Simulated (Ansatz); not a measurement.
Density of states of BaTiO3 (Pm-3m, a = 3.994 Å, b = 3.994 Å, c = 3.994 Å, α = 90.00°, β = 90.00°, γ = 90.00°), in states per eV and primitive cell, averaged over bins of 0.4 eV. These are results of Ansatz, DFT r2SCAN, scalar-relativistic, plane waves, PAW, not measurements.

Plane waves to 500 eV, a k mesh through Γ of 8×8×8 on the computed 5-atom cell and Gaussian smearing (0.02 eV); no spin polarisation.

The cell is relaxed at this level. The states (both spins) are summed by tetrahedra on a 12×12×12 mesh at the self-consistent density. Energies are bin centres; the table starts no lower than −8 eV and ends at 6 eV, or lower where the solved bands end.

The gap is 2.17 eV at this level, with the zero inside it.

```
E − E_F (eV) total O 2p Ti 3d Ba 5p O 2s
       -5.45   1.32  0.97   0.16   0.00  0.01
       -5.05   3.32  2.33   0.72   0.01  0.01
       -4.65   3.34  2.36   0.76   0.03  0.02
       -4.25   3.79  2.84   0.68   0.06  0.03
       -3.85   5.89  4.84   0.64   0.12  0.03
       -3.45   6.12  4.58   1.00   0.37  0.01
       -3.05   2.77  2.23   0.37   0.07  0.01
       -2.65   2.97  2.61   0.17   0.03  0.02
       -2.25   3.92  3.58   0.13   0.05  0.02
       -1.85   6.61  6.10   0.18   0.13  0.02
       -1.45   4.19  3.97   0.07   0.06  0.01
       -1.05   0.76  0.75   0.00   0.00  0.00
       -0.65   0.00  0.00   0.00   0.00  0.00
       -0.25   0.00  0.00   0.00   0.00  0.00
        0.15   0.00  0.00   0.00   0.00  0.00
        0.55   0.00  0.00   0.00   0.00  0.00
        0.95   0.02  0.00   0.02   0.00  0.00
        1.35   1.00  0.05   0.93   0.00  0.00
        1.75   1.55  0.17   1.35   0.00  0.00
        2.15   2.21  0.33   1.82   0.00  0.00
        2.55   3.84  0.71   3.01   0.00  0.00
        2.95   4.94  0.98   3.72   0.00  0.00
        3.35   2.11  0.34   1.58   0.00  0.07
        3.75   1.10  0.09   0.85   0.00  0.11
        4.15   1.43  0.17   1.07   0.00  0.14
        4.55   0.95  0.16   0.67   0.00  0.08
        4.95   1.04  0.18   0.60   0.00  0.06
        5.35   1.41  0.26   0.72   0.00  0.07
        5.75   1.56  0.30   0.70   0.00  0.06
```

The columns after the total are the main Löwdin projections on the occupied valence shells of the potentials; 5 others are left out. The rest of the total lies in those, in shells that are empty in the free atom, which aren't projected, and between the atoms.

Spin-orbit coupling is left out, which matters for the bands of heavy elements.

A ferromagnetic start lost its moments in a first run, so spin was left out; other magnetic orders weren't tried.

Symmetry holds off the tilts and polar distortions that many cubic perovskites undergo.

Cost: 1 run of about 0.57 core-minutes, on Intel Xeon 6975P-C (Granite Rapids) (shared hosts).